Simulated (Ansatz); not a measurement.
TiN (rock salt): values from a third-order Birch-Murnaghan fit to a volume scan beside measured ones. Computed values: PBE (plane waves to 420 eV, PAW, scalar-relativistic; Ansatz, an electronic-structure program). The PAW data are Ansatz's earlier set. TiN is run without spin polarisation. TiN was relaxed with its symmetry unable to fall.

| quantity | reference | kind | PBE | difference |
|---|---|---|---|---|
| Lattice constant a (Å) | 4.239 | measured, room temperature or unstated | 4.247 | +0.2 % |
| Bulk modulus B₀ (GPa) | 288 | measured, room temperature or unstated | 276 | -4.1 % |

References as given in: Guo-Xu Zhang, Anthony M Reilly, Alexandre Tkatchenko et al., New Journal of Physics (2018), doi:10.1088/1367-2630/aac7f0; V. Krasnenko, M.G. Brik, Solid State Sciences (2013), arXiv:1306.3139. Values not taken to low temperature hold thermal and zero-point shifts that a static calculation lacks, so small differences there are no errors of the method.

(A scan under strain: stresses follow from slopes of the energy per volume, elastic moduli from its curvatures.)
